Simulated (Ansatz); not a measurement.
**AlBH (doublet): PBE0, B3LYP over a scan of the distance B1–Al2, 6-31G**

How well do these functionals follow the top wave-function level for AlBH (doublet) over a scan of the distance B1–Al2?

The runs use Ansatz 0.2.0, Gaussian basis; 6-31G, all electrons in the functionals.

Plan: PBE0, B3LYP, at 1.661 Å; 1.914 Å; 2.120 Å; 2.307 Å; 2.552 Å; 2.980 Å; 3.396 Å; 3.965 Å; 4.614 Å; 5.603 Å; 7.339 Å.

15 further runs of the same task are left out: 10 that didn't finish, 5 set aside as unsound or not needed.

## Step 1: The system

The geometry derives from a PBE0/def2-TZVP stationary point (not a proven minimum). One bond is set to the value named and the two fragments are kept rigid.

3 atoms, charge 0, spin multiplicity 2.

Atoms are counted from 1 here; the program's logs count them from 0.

Bond lengths: B1–Al2 2.120 Å, B1–H3 1.196 Å. Angles: Al2–B1–H3 167.9°.

No dispersion term is added. B3LYP takes the VWN-RPA correlation.

The geometry shown and the zero of energy belong to the point 2.120 Å. The yardstick, FCI, and other wave-function levels (R restricted, U unrestricted, valence and pair active spaces) come from earlier runs.

## Step 2: PBE0, 1.661 Å

in.yaml reads:

```yaml
crystal:
  periodic: [false, false, false]
  atoms:
    - {symbol: B, position_ang: [0.000000, -0.087749, 0.161333]}
    - {symbol: Al, position_ang: [0.000000, -0.041816, -1.499032]}
    - {symbol: H, position_ang: [0.000000, 0.129566, 1.337698]}
basis:
  gaussian: {orbitals: 6-31G}
magnetization: {spin_polarized: true, initial_magnetization: 1}
hamiltonian: {xc: {name: PBE0}}
output: {forces: true, orbitals: {seedname: orbitals}}
```

Launch:

```
> ansatz run in.yaml --threads 1 --pin off --events-out ev --progress --plain --max-ram 2393MiB
```

Output:

```text
Functional definition: PBE0
  name "PBE0"
  cite "Adamo & Barone, J. Chem. Phys. 110, 6158 (1999) doi:10.1063/1.478522"
  cite "Perdew, Burke & Ernzerhof, Phys. Rev. Lett. 77, 3865 (1996) doi:10.1103/PhysRevLett.77.3865"
  parent pbe
  parameter a = 0.25
  parameter kappa = 0.804
  parameter beta = 0.06672455060314922
  exchange = (1 - a)*pbe_x(kappa = kappa, mu = beta*pi^2/3) + a*exact_x
  correlation = pbe_c(beta = beta)
296 factors; integrals over basis functions are off by at most 2.4e-4 eV
mean field evaluation 1: about -7270.8008 eV, gradient 2.7e1 eV
mean field evaluation 2: about -7244.3371 eV, gradient 5.1e1 eV
mean field evaluation 4: about -7277.7542 eV, gradient 4.5e0 eV
mean field evaluation 8: about -7278.0882 eV, gradient 1.2e0 eV
mean field evaluation 16: about -7278.7124 eV, gradient 1.2e-2 eV
mean field evaluation 32: about -7278.6232 eV, gradient 4.0e-1 eV
mean field evaluation 64: about -7278.7802 eV, gradient 4.1e-5 eV
mean field evaluation 96: about -7278.7122 eV, gradient 6.5e-2 eV
mean field -7278.78016883 eV, -267.4902374701 hartree, gradient 1.3e-6 eV, S^2 1.713942; 10 other end points of the search recorded, 0 dependent functions left out
the calculation of the forces begins
reference -7278.78019179 eV, -267.4902383140 hartree; 10, 9 occupied and 14, 15 virtual orbitals, 296 factors
Total energy: -7278.78019179 eV, -267.4902383140 hartree
Atom 0 at     0.000000    -0.087749     0.161333 Å, force    -0.000000    -0.380133     9.778325 eV/Å
Atom 1 at     0.000000    -0.041816    -1.499032 Å, force     0.000000     0.330080    -9.544782 eV/Å
Atom 2 at     0.000000     0.129566     1.337698 Å, force     0.000000     0.050053    -0.233543 eV/Å
Dipole moment:    -0.000000    -0.064085    -0.241528 e Å
```

Run time: 3.3 s. Hardware: 1 thread of Arm Neoverse V2, shared host.

From the report: ⟨S²⟩ of the determinant 1.714 (pure doublet: 0.75). The determinant is far from a pure spin state, so its energy mixes those of several spin states (harmless only where they are near-degenerate, as at dissociation).

## Step 3: PBE0, 1.914 Å

in.yaml reads:

```yaml
crystal:
  periodic: [false, false, false]
  atoms:
    - {symbol: B, position_ang: [0.000000, -0.090081, 0.245634]}
    - {symbol: Al, position_ang: [0.000000, -0.037152, -1.667634]}
    - {symbol: H, position_ang: [0.000000, 0.127234, 1.421999]}
basis:
  gaussian: {orbitals: 6-31G}
magnetization: {spin_polarized: true, initial_magnetization: 1}
hamiltonian: {xc: {name: PBE0}}
output: {orbitals: {seedname: orbitals}}
```

Launched as before.

Output (excerpt; [...] marks lines left out):

```text
Functional definition: PBE0
  name "PBE0"
  cite "Adamo & Barone, J. Chem. Phys. 110, 6158 (1999) doi:10.1063/1.478522"
  cite "Perdew, Burke & Ernzerhof, Phys. Rev. Lett. 77, 3865 (1996) doi:10.1103/PhysRevLett.77.3865"
  parent pbe
[...]
296 factors; integrals over basis functions are off by at most 2.5e-4 eV
[...]
mean field -7280.15943632 eV, -267.5409246154 hartree, gradient 6.0e-6 eV, S^2 1.445537; 12 other end points of the search recorded, 0 dependent functions left out
reference -7280.15945930 eV, -267.5409254600 hartree; 10, 9 occupied and 14, 15 virtual orbitals, 296 factors
Total energy: -7280.15945930 eV, -267.5409254600 hartree
```

Run time: 3.9 s. Hardware: 1 thread of Arm Neoverse V2, shared host.

From the report: ⟨S²⟩ of the determinant 1.446 (pure doublet: 0.75). The determinant is far from a pure spin state, so its energy mixes those of several spin states (harmless only where they are near-degenerate, as at dissociation).

## Step 4: PBE0, 2.120 Å

in.yaml reads:

```yaml
crystal:
  periodic: [false, false, false]
  atoms:
    - {symbol: B, position_ang: [0.000000, -0.091982, 0.314337]}
    - {symbol: Al, position_ang: [0.000000, -0.033351, -1.805038]}
    - {symbol: H, position_ang: [0.000000, 0.125333, 1.490702]}
basis:
  gaussian: {orbitals: 6-31G}
magnetization: {spin_polarized: true, initial_magnetization: 1}
hamiltonian: {xc: {name: PBE0}}
output: {orbitals: {seedname: orbitals}}
```

The command is unchanged.

Output (excerpt; [...] marks lines left out):

```text
Functional definition: PBE0
  name "PBE0"
  cite "Adamo & Barone, J. Chem. Phys. 110, 6158 (1999) doi:10.1063/1.478522"
  cite "Perdew, Burke & Ernzerhof, Phys. Rev. Lett. 77, 3865 (1996) doi:10.1103/PhysRevLett.77.3865"
  parent pbe
[...]
296 factors; integrals over basis functions are off by at most 2.5e-4 eV
[...]
mean field -7280.43008832 eV, -267.5508708929 hartree, gradient 9.6e-6 eV, S^2 1.092209; 11 other end points of the search recorded, 0 dependent functions left out
reference -7280.43011090 eV, -267.5508717227 hartree; 10, 9 occupied and 14, 15 virtual orbitals, 296 factors
Total energy: -7280.43011090 eV, -267.5508717227 hartree
```

Wall time 4 s (1 thread of Arm Neoverse V2, shared host).

From the report: ⟨S²⟩ of the determinant 1.092 (pure doublet: 0.75).

## Step 5: PBE0, 2.307 Å

in.yaml reads:

```yaml
crystal:
  periodic: [false, false, false]
  atoms:
    - {symbol: B, position_ang: [0.000000, -0.093704, 0.376584]}
    - {symbol: Al, position_ang: [0.000000, -0.029907, -1.929533]}
    - {symbol: H, position_ang: [0.000000, 0.123611, 1.552949]}
basis:
  gaussian: {orbitals: 6-31G}
magnetization: {spin_polarized: true, initial_magnetization: 1}
hamiltonian: {xc: {name: PBE0}}
output: {orbitals: {seedname: orbitals}}
```

The command is unchanged.

Output (excerpt; [...] marks lines left out):

```text
Functional definition: PBE0
  name "PBE0"
  cite "Adamo & Barone, J. Chem. Phys. 110, 6158 (1999) doi:10.1063/1.478522"
  cite "Perdew, Burke & Ernzerhof, Phys. Rev. Lett. 77, 3865 (1996) doi:10.1103/PhysRevLett.77.3865"
  parent pbe
[...]
296 factors; integrals over basis functions are off by at most 2.5e-4 eV
[...]
mean field -7280.37972910 eV, -267.5490202258 hartree, gradient 5.3e-6 eV, S^2 0.757734; 4 other end points of the search recorded, 0 dependent functions left out
reference -7280.37975096 eV, -267.5490210291 hartree; 10, 9 occupied and 14, 15 virtual orbitals, 296 factors
Total energy: -7280.37975096 eV, -267.5490210291 hartree
```

Run time: 1.6 s. Hardware: 1 thread of Arm Neoverse V2, shared host.

From the report: ⟨S²⟩ of the determinant 0.758 (pure doublet: 0.75).

From 2.120 Å: +4.9 kJ/mol.

## Step 6: PBE0, 2.552 Å

in.yaml reads:

```yaml
crystal:
  periodic: [false, false, false]
  atoms:
    - {symbol: B, position_ang: [0.000000, -0.095962, 0.458220]}
    - {symbol: Al, position_ang: [0.000000, -0.025390, -2.092804]}
    - {symbol: H, position_ang: [0.000000, 0.121353, 1.634585]}
basis:
  gaussian: {orbitals: 6-31G}
magnetization: {spin_polarized: true, initial_magnetization: 1}
hamiltonian: {xc: {name: PBE0}}
output: {orbitals: {seedname: orbitals}}
```

Launched as before.

Output (excerpt; [...] marks lines left out):

```text
Functional definition: PBE0
  name "PBE0"
  cite "Adamo & Barone, J. Chem. Phys. 110, 6158 (1999) doi:10.1063/1.478522"
  cite "Perdew, Burke & Ernzerhof, Phys. Rev. Lett. 77, 3865 (1996) doi:10.1103/PhysRevLett.77.3865"
  parent pbe
[...]
296 factors; integrals over basis functions are off by at most 2.6e-4 eV
[...]
mean field -7280.07076197 eV, -267.5376658932 hartree, gradient 6.6e-6 eV, S^2 0.757841; 2 other end points of the search recorded, 0 dependent functions left out
reference -7280.07078430 eV, -267.5376667137 hartree; 10, 9 occupied and 14, 15 virtual orbitals, 296 factors
Total energy: -7280.07078430 eV, -267.5376667137 hartree
```

Wall time 1.4 s (1 thread of Arm Neoverse V2, shared host).

From the report: ⟨S²⟩ of the determinant 0.758 (pure doublet: 0.75).

From 2.120 Å: +34.7 kJ/mol.

## Step 7: PBE0, 2.980 Å

in.yaml reads:

```yaml
crystal:
  periodic: [false, false, false]
  atoms:
    - {symbol: B, position_ang: [0.000000, -0.099908, 0.600832]}
    - {symbol: Al, position_ang: [0.000000, -0.017500, -2.378029]}
    - {symbol: H, position_ang: [0.000000, 0.117407, 1.777197]}
basis:
  gaussian: {orbitals: 6-31G}
magnetization: {spin_polarized: true, initial_magnetization: 1}
hamiltonian: {xc: {name: PBE0}}
output: {forces: true, orbitals: {seedname: orbitals}}
```

Launched as before.

Output (excerpt; [...] marks lines left out):

```text
Functional definition: PBE0
  name "PBE0"
  cite "Adamo & Barone, J. Chem. Phys. 110, 6158 (1999) doi:10.1063/1.478522"
  cite "Perdew, Burke & Ernzerhof, Phys. Rev. Lett. 77, 3865 (1996) doi:10.1103/PhysRevLett.77.3865"
  parent pbe
[...]
296 factors; integrals over basis functions are off by at most 2.6e-4 eV
[...]
mean field -7279.28510143 eV, -267.5087934008 hartree, gradient 5.4e-6 eV, S^2 0.759866; 7 other end points of the search recorded, 0 dependent functions left out
[...]
reference -7279.28512423 eV, -267.5087942389 hartree; 10, 9 occupied and 14, 15 virtual orbitals, 296 factors
Total energy: -7279.28512423 eV, -267.5087942389 hartree
Atom 0 at     0.000000    -0.099908     0.600832 Å, force    -0.000000    -0.127192    -2.354987 eV/Å
Atom 1 at     0.000000    -0.017500    -2.378029 Å, force     0.000000    -0.027746     1.829851 eV/Å
Atom 2 at     0.000000     0.117407     1.777197 Å, force     0.000000     0.154937     0.525136 eV/Å
Dipole moment:    -0.000000     0.045646    -0.144095 e Å
```

It took 2.3 s on 1 thread of Arm Neoverse V2, shared host.

From the report: ⟨S²⟩ of the determinant 0.760 (pure doublet: 0.75).

From 2.120 Å: +110.5 kJ/mol.

## Step 8: PBE0, 3.396 Å

in.yaml reads:

```yaml
crystal:
  periodic: [false, false, false]
  atoms:
    - {symbol: B, position_ang: [0.000000, -0.103742, 0.739445]}
    - {symbol: Al, position_ang: [0.000000, -0.009830, -2.655256]}
    - {symbol: H, position_ang: [0.000000, 0.113573, 1.915810]}
basis:
  gaussian: {orbitals: 6-31G}
magnetization: {spin_polarized: true, initial_magnetization: 1}
hamiltonian: {xc: {name: PBE0}}
output: {orbitals: {seedname: orbitals}}
```

Launched as before.

Output (excerpt; [...] marks lines left out):

```text
Functional definition: PBE0
  name "PBE0"
  cite "Adamo & Barone, J. Chem. Phys. 110, 6158 (1999) doi:10.1063/1.478522"
  cite "Perdew, Burke & Ernzerhof, Phys. Rev. Lett. 77, 3865 (1996) doi:10.1103/PhysRevLett.77.3865"
  parent pbe
[...]
296 factors; integrals over basis functions are off by at most 2.7e-4 eV
[...]
mean field -7278.63733867 eV, -267.4849885585 hartree, gradient 8.1e-6 eV, S^2 0.769224; 7 other end points of the search recorded, 0 dependent functions left out
reference -7278.63736294 eV, -267.4849894505 hartree; 10, 9 occupied and 14, 15 virtual orbitals, 296 factors
Total energy: -7278.63736294 eV, -267.4849894505 hartree
```

Wall time 2.5 s (1 thread of Arm Neoverse V2, shared host).

From the report: ⟨S²⟩ of the determinant 0.769 (pure doublet: 0.75).

From 2.120 Å: +173.0 kJ/mol.

## Step 9: PBE0, 3.965 Å

in.yaml reads:

```yaml
crystal:
  periodic: [false, false, false]
  atoms:
    - {symbol: B, position_ang: [0.000000, -0.108987, 0.929040]}
    - {symbol: Al, position_ang: [0.000000, 0.000660, -3.034444]}
    - {symbol: H, position_ang: [0.000000, 0.108328, 2.105405]}
basis:
  gaussian: {orbitals: 6-31G}
magnetization: {spin_polarized: true, initial_magnetization: 1}
hamiltonian: {xc: {name: PBE0}}
output: {forces: true, orbitals: {seedname: orbitals}}
```

The command is unchanged.

Output (excerpt; [...] marks lines left out):

```text
Functional definition: PBE0
  name "PBE0"
  cite "Adamo & Barone, J. Chem. Phys. 110, 6158 (1999) doi:10.1063/1.478522"
  cite "Perdew, Burke & Ernzerhof, Phys. Rev. Lett. 77, 3865 (1996) doi:10.1103/PhysRevLett.77.3865"
  parent pbe
[...]
296 factors; integrals over basis functions are off by at most 2.7e-4 eV
[...]
mean field -7278.21057119 eV, -267.4693051427 hartree, gradient 8.1e-6 eV, S^2 0.900384; 12 other end points of the search recorded, 0 dependent functions left out
[...]
reference -7278.21059687 eV, -267.4693060866 hartree; 10, 9 occupied and 14, 15 virtual orbitals, 296 factors
Total energy: -7278.21059687 eV, -267.4693060866 hartree
Atom 0 at     0.000000    -0.108987     0.929040 Å, force     0.000001    -0.226375    -1.364808 eV/Å
Atom 1 at     0.000000     0.000660    -3.034444 Å, force    -0.000000     0.002551     0.403133 eV/Å
Atom 2 at     0.000000     0.108328     2.105405 Å, force    -0.000001     0.223824     0.961675 eV/Å
Dipole moment:    -0.001232     0.039778     0.234730 e Å
```

It took 7.5 s on 1 thread of Arm Neoverse V2, shared host.

From the report: ⟨S²⟩ of the determinant 0.900 (pure doublet: 0.75).

From 2.120 Å: +214.2 kJ/mol.

## Step 10: PBE0, 4.614 Å

in.yaml reads:

```yaml
crystal:
  periodic: [false, false, false]
  atoms:
    - {symbol: B, position_ang: [0.000000, -0.114970, 1.145290]}
    - {symbol: Al, position_ang: [0.000000, 0.012624, -3.466945]}
    - {symbol: H, position_ang: [0.000000, 0.102345, 2.321655]}
basis:
  gaussian: {orbitals: 6-31G}
magnetization: {spin_polarized: true, initial_magnetization: 1}
hamiltonian: {xc: {name: PBE0}}
output: {orbitals: {seedname: orbitals}}
```

Launched as before.

Output (excerpt; [...] marks lines left out):

```text
Functional definition: PBE0
  name "PBE0"
  cite "Adamo & Barone, J. Chem. Phys. 110, 6158 (1999) doi:10.1063/1.478522"
  cite "Perdew, Burke & Ernzerhof, Phys. Rev. Lett. 77, 3865 (1996) doi:10.1103/PhysRevLett.77.3865"
  parent pbe
[...]
296 factors; integrals over basis functions are off by at most 2.7e-4 eV
[...]
mean field -7278.05847318 eV, -267.4637156442 hartree, gradient 3.8e-6 eV, S^2 0.984056; 12 other end points of the search recorded, 0 dependent functions left out
reference -7278.05849947 eV, -267.4637166102 hartree; 10, 9 occupied and 14, 15 virtual orbitals, 296 factors
Total energy: -7278.05849947 eV, -267.4637166102 hartree
```

It took 13 s on 1 thread of Arm Neoverse V2, shared host.

From the report: ⟨S²⟩ of the determinant 0.984 (pure doublet: 0.75).

From 2.120 Å: +228.8 kJ/mol.

## Step 11: PBE0, 5.603 Å

in.yaml reads:

```yaml
crystal:
  periodic: [false, false, false]
  atoms:
    - {symbol: B, position_ang: [0.000000, -0.124086, 1.474831]}
    - {symbol: Al, position_ang: [0.000000, 0.030857, -4.126026]}
    - {symbol: H, position_ang: [0.000000, 0.093229, 2.651196]}
basis:
  gaussian: {orbitals: 6-31G}
magnetization: {spin_polarized: true, initial_magnetization: 1}
hamiltonian: {xc: {name: PBE0}}
output: {forces: true, orbitals: {seedname: orbitals}}
```

Launched as before.

Output (excerpt; [...] marks lines left out):

```text
Functional definition: PBE0
  name "PBE0"
  cite "Adamo & Barone, J. Chem. Phys. 110, 6158 (1999) doi:10.1063/1.478522"
  cite "Perdew, Burke & Ernzerhof, Phys. Rev. Lett. 77, 3865 (1996) doi:10.1103/PhysRevLett.77.3865"
  parent pbe
[...]
296 factors; integrals over basis functions are off by at most 2.7e-4 eV
[...]
mean field -7277.98470745 eV, -267.4610048037 hartree, gradient 2.7e-10 eV, S^2 1.016443; 17 other end points of the search recorded, 0 dependent functions left out
[...]
reference -7277.98473550 eV, -267.4610058343 hartree; 10, 9 occupied and 14, 15 virtual orbitals, 296 factors
Total energy: -7277.98473550 eV, -267.4610058343 hartree
Atom 0 at     0.000000    -0.124086     1.474831 Å, force     0.000000    -0.187932    -1.079123 eV/Å
Atom 1 at     0.000000     0.030857    -4.126026 Å, force     0.000000    -0.001625     0.038838 eV/Å
Atom 2 at     0.000000     0.093229     2.651196 Å, force    -0.000000     0.189557     1.040285 eV/Å
Dipole moment:     0.000038     0.043725     0.300027 e Å
```

Run time: 38 s. Hardware: 1 thread of Arm Neoverse V2, shared host.

From the report: ⟨S²⟩ of the determinant 1.016 (pure doublet: 0.75).

From 2.120 Å: +235.9 kJ/mol.

## Step 12: PBE0, 7.339 Å

in.yaml reads:

```yaml
crystal:
  periodic: [false, false, false]
  atoms:
    - {symbol: B, position_ang: [0.000000, -0.140089, 2.053276]}
    - {symbol: Al, position_ang: [0.000000, 0.062862, -5.282917]}
    - {symbol: H, position_ang: [0.000000, 0.077226, 3.229641]}
basis:
  gaussian: {orbitals: 6-31G}
magnetization: {spin_polarized: true, initial_magnetization: 1}
hamiltonian: {xc: {name: PBE0}}
output: {forces: true, orbitals: {seedname: orbitals}}
```

Same command.

Output (excerpt; [...] marks lines left out):

```text
Functional definition: PBE0
  name "PBE0"
  cite "Adamo & Barone, J. Chem. Phys. 110, 6158 (1999) doi:10.1063/1.478522"
  cite "Perdew, Burke & Ernzerhof, Phys. Rev. Lett. 77, 3865 (1996) doi:10.1103/PhysRevLett.77.3865"
  parent pbe
[...]
296 factors; integrals over basis functions are off by at most 2.7e-4 eV
[...]
mean field -7277.95908275 eV, -267.4600631131 hartree, gradient 2.0e-10 eV, S^2 1.027457; 15 other end points of the search recorded, 0 dependent functions left out
[...]
reference -7277.95911479 eV, -267.4600642908 hartree; 10, 9 occupied and 14, 15 virtual orbitals, 296 factors
Total energy: -7277.95911479 eV, -267.4600642908 hartree
Atom 0 at     0.000000    -0.140089     2.053276 Å, force     0.000000    -0.194171    -1.058447 eV/Å
Atom 1 at     0.000000     0.062862    -5.282917 Å, force    -0.000000    -0.000182     0.003474 eV/Å
Atom 2 at     0.000000     0.077226     3.229641 Å, force     0.000000     0.194353     1.054973 eV/Å
Dipole moment:     0.000000     0.045933     0.266558 e Å
```

Run time: 28 s. Hardware: 1 thread of Arm Neoverse V2, shared host.

From the report: ⟨S²⟩ of the determinant 1.027 (pure doublet: 0.75).

From 2.120 Å: +238.4 kJ/mol.

## Step 13: B3LYP, 1.661 Å

in.yaml reads:

```yaml
crystal:
  periodic: [false, false, false]
  atoms:
    - {symbol: B, position_ang: [0.000000, -0.087749, 0.161333]}
    - {symbol: Al, position_ang: [0.000000, -0.041816, -1.499032]}
    - {symbol: H, position_ang: [0.000000, 0.129566, 1.337698]}
basis:
  gaussian: {orbitals: 6-31G}
magnetization: {spin_polarized: true, initial_magnetization: 1}
hamiltonian: {xc: {name: B3LYP}}
```

The command is unchanged.

Output (excerpt; [...] marks lines left out):

```text
Functional definition: B3LYP
  name "B3LYP"
  cite "Stephens, Devlin, Chabalowski & Frisch, J. Phys. Chem. 98, 11623 (1994) doi:10.1021/j100096a001"
  cite "Becke, Phys. Rev. A 38, 3098 (1988) doi:10.1103/PhysRevA.38.3098"
  cite "Lee, Yang & Parr, Phys. Rev. B 37, 785 (1988) doi:10.1103/PhysRevB.37.785"
  cite "Vosko, Wilk & Nusair, Can. J. Phys. 58, 1200 (1980) doi:10.1139/p80-159"
[...]
296 factors; integrals over basis functions are off by at most 2.4e-4 eV
[...]
mean field -7283.54233976 eV, -267.6652440239 hartree, gradient 1.3e-6 eV, S^2 1.679005; 10 other end points of the search recorded, 0 dependent functions left out
reference -7283.54251849 eV, -267.6652505922 hartree; 10, 9 occupied and 14, 15 virtual orbitals, 296 factors
Total energy: -7283.54251849 eV, -267.6652505922 hartree
```

Wall time 3.7 s (1 thread of Arm Neoverse V2, shared host).

From the report: ⟨S²⟩ of the determinant 1.679 (pure doublet: 0.75). The determinant is far from a pure spin state, so its energy mixes those of several spin states (harmless only where they are near-degenerate, as at dissociation).

## Step 14: B3LYP, 1.914 Å

in.yaml reads:

```yaml
crystal:
  periodic: [false, false, false]
  atoms:
    - {symbol: B, position_ang: [0.000000, -0.090081, 0.245634]}
    - {symbol: Al, position_ang: [0.000000, -0.037152, -1.667634]}
    - {symbol: H, position_ang: [0.000000, 0.127234, 1.421999]}
basis:
  gaussian: {orbitals: 6-31G}
magnetization: {spin_polarized: true, initial_magnetization: 1}
hamiltonian: {xc: {name: B3LYP}}
```

Same command.

Output (excerpt; [...] marks lines left out):

```text
Functional definition: B3LYP
  name "B3LYP"
  cite "Stephens, Devlin, Chabalowski & Frisch, J. Phys. Chem. 98, 11623 (1994) doi:10.1021/j100096a001"
  cite "Becke, Phys. Rev. A 38, 3098 (1988) doi:10.1103/PhysRevA.38.3098"
  cite "Lee, Yang & Parr, Phys. Rev. B 37, 785 (1988) doi:10.1103/PhysRevB.37.785"
  cite "Vosko, Wilk & Nusair, Can. J. Phys. 58, 1200 (1980) doi:10.1139/p80-159"
[...]
296 factors; integrals over basis functions are off by at most 2.5e-4 eV
[...]
mean field -7284.99583616 eV, -267.7186590313 hartree, gradient 8.2e-6 eV, S^2 1.327990; 12 other end points of the search recorded, 0 dependent functions left out
reference -7284.99601783 eV, -267.7186657076 hartree; 10, 9 occupied and 14, 15 virtual orbitals, 296 factors
Total energy: -7284.99601783 eV, -267.7186657076 hartree
```

It took 3.6 s on 1 thread of Arm Neoverse V2, shared host.

From the report: ⟨S²⟩ of the determinant 1.328 (pure doublet: 0.75). The determinant is far from a pure spin state, so its energy mixes those of several spin states (harmless only where they are near-degenerate, as at dissociation).

[end of part 1 of 2]
